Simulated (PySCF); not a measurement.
Results of LNO-CCSD(T) in PySCF (GTH pseudopotentials, Gaussian basis) for zinc-blende BP.

The same calculation (at the measured cell, 11.682 Å³/atom) with different numerical settings; throughout: k mesh 2×2×2:

```json
[
 {"run": "1", "basis": "DZ", "LNO threshold": "3e-05", "total energy (eV/atom)": "-126.4338"},
 {"run": "2", "basis": "DZ", "LNO threshold": "1e-05", "total energy (eV/atom)": "-126.4124"},
 {"run": "3", "basis": "DZ", "LNO threshold": "3e-06", "total energy (eV/atom)": "-126.4058"},
 {"run": "4", "basis": "TZ", "LNO threshold": "3e-05", "total energy (eV/atom)": "-127.4620"},
 {"run": "5", "basis": "TZ", "LNO threshold": "1e-05", "total energy (eV/atom)": "-127.4408"},
 {"run": "6", "basis": "TZ", "LNO threshold": "3e-06", "total energy (eV/atom)": "-127.4334"}
]
```

In the column total energy (eV/atom) the first row differs from the last by +0.9996 and the next to last by -0.0074.

The last row is no converged limit: other settings stay fixed.
